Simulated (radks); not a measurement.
# Valence configurations of P²⁺

The task here is to estimate one member of a computed series from the others.

Program: radks (a radial shooting solver on a logarithmic mesh, Libxc functionals) version 1. Level of theory: non-relativistic Kohn-Sham, SCAN, spin-unpolarised, spherical densities, point nucleus. These are calculated values, not measurements, unless marked.

### The system

| Property | Result |
| --- | --- |
| element | phosphorus (Z = 15) |
| charge | +2 |
| electrons | 13 |
| configuration | [Ne] 3s2 3p1 |
| others tried | 3s1 3p2; 3p3; 3s1.5 3p1.5; 3s0.5 3p2.5 |

The outer shells:

P²⁺
```
[Ne] core
3s [↑↓]
3p [↑ ][  ][  ]
```

Set-up of the first run:

The run's settings:

```text
Z 15
configuration [Ne] 3s2 3p1
relativity non-relativistic
functional scan,scan
spin unpolarised
nucleus point
```

Among the steps run: [Ne] 3s2 3p1.

One table of the session follows, with a row left open; its other results are not shown here.

It belongs to the step «[Ne] 3s2 3p1». Sizes of the orbitals, from the radial functions (bohr):

| level | <r> | outermost maximum (interpolated) | 90 % within | nodes |
| --- | --- | --- | --- | --- |
| 1s | 0.1040 | 0.0681 | 0.186 | 0 |
| 2s | 0.5188 | 0.420 | 0.813 | 1 |
| 2p | ? | ? | ? | ? |
| 3s | 1.760 | 1.52 | 2.62 | 2 |
| 3p | 1.967 | 1.68 | 2.98 | 1 |

**Question.** Estimate the row for 2p.

As computed: <r>: 0.4837; outermost maximum (interpolated): 0.355; 90 % within: 0.807; nodes: 0. In the column «<r>» it lies between 1s (0.1040) and 2s (0.5188).
